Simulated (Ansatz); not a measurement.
Molecule: C$_{2}$H$_{5}$O (charge -1, singlet). It need not be the lowest isomer of its formula. Whether it binds its extra electron was not tested at this geometry. 
Structure (B3LYP-D3(BJ)/def2-TZVP (Ansatz, a quantum-chemistry and plane-wave program) minimum search):
```xyz
8

C      1.3125    -0.4073    -0.0158
C      0.2123     0.4917    -0.0015
O     -1.3100    -0.1701     0.0147
H     -1.9084     0.5947     0.0230
H      0.1586     1.1153     0.8995
H      0.1380     1.1185    -0.8988
H      1.4819    -0.9885     0.8931
H      1.4609    -0.9852    -0.9305
```
Charge -1, spin multiplicity 1.

Basis-set convergence of Hartree-Fock and CCSD(T) correlation energies (hartree) with Ansatz. Correlated levels leave the core frozen unless marked. No spin-orbit coupling. No relativistic terms. This anion needs diffuse functions, which these sets lack.

```
basis    functions       E(HF)  E(corr, CCSD(T))
-------  ---------  ----------  ----------------
cc-pVDZ          -  -153.38386          -0.54126
cc-pVTZ        160         ___               ___
```

Problem. Some entries are withheld; supply them.

Solution. 
- cc-pVTZ, E(HF): -153.44346
- cc-pVTZ, E(corr, CCSD(T)): -0.67114
